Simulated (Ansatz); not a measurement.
**CH₃Al (singlet): the correlation ladder at a displaced geometry (v2), cc-pVDZ**

One table from this session's results is given with a row withheld; the runs are named, their logs left out.

The runs use Ansatz 0.2.0, Gaussian basis; cc-pVDZ, core rule «outside noble gas», up to 6 orbitals frozen.

To be run: UHF; CCSD(T) on RHF; CCSD(T) on UHF; BCCD(T) on RHF; CISD; CCSDT(Q) on RHF; CCSDT(Q) on UHF.

15 further runs of the same task are left out: 2 for a known fault of the program, 6 that didn't finish, 7 set aside as unsound or not needed.

**The geometry**

The geometry is a PBE0/def2-TZVP stationary point (not a proven minimum) with its atoms shifted at random (size 0.100 Å).

5 atoms, charge 0, spin multiplicity 1.

Atoms are counted from 1 here; the program's logs count them from 0.

Bond lengths: Al1–C2 1.772 Å, Al1–H3 1.569 Å, C2–H4 1.007 Å, C2–H5 1.223 Å. Angles: C2–Al1–H3 179.3°, Al1–C2–H4 124.6°, Al1–C2–H5 123.3°, H4–C2–H5 111.7°.

The first run:

in.yaml

```yaml
crystal:
  periodic: [false, false, false]
  atoms:
    - {symbol: Al, position_ang: [0.029069, 0.002448, 0.582982]}
    - {symbol: C, position_ang: [-0.067850, 0.010821, -1.186120]}
    - {symbol: H, position_ang: [0.124332, -0.021601, 2.148410]}
    - {symbol: H, position_ang: [0.004545, 0.835636, -1.758736]}
    - {symbol: H, position_ang: [-0.098514, -1.008514, -1.861618]}
basis:
  gaussian: {orbitals: cc-pVDZ}
magnetization: {spin_polarized: true, initial_magnetization: 0}
hamiltonian: {xc: hf}
output: {orbitals: {seedname: orbitals}}
```

On the command line:

```sh
$ ansatz run in.yaml --threads 1 --pin off --events-out ev --progress --plain --max-ram 2393MiB
```

Steps of the session up to this table: UHF; CCSD(T) on RHF; CCSD(T) on UHF; BCCD(T) on RHF; CISD; CCSDT(Q) on RHF; CCSDT(Q) on UHF.

One of the session's tables, all rows but one given; the rest of the session is left out.

It belongs to the step «Misses and costs». 

| method | from RCCSDT(Q) (kJ/mol) |
| --- | --- |
| RHF | +647.4 |
| UHF | +643.8 |
| RMP2 | +97.2 |
| CISD | +78.2 |
| RCCSD | +28.1 |
| RCCSD(T) | +4.6 |
| BCCD(T) | ? |
| RCCSDT | +2.1 |
| RCCSDT(Q) | 0 |

**Question.** Estimate the row for BCCD(T).

As computed: from RCCSDT(Q) (kJ/mol): +4.7. In the column «from RCCSDT(Q) (kJ/mol)» it lies between RCCSD(T) (+4.6) and RCCSD (+28.1).

Not comparable, so not listed: CCSD(T) on UHF; CCSDT(Q) on UHF (they don't share determinant, frozen orbitals or solution with the rows shown, or repeat one).

Caveats from the session: Warnings: restricted reference is unstable; spin contamination.
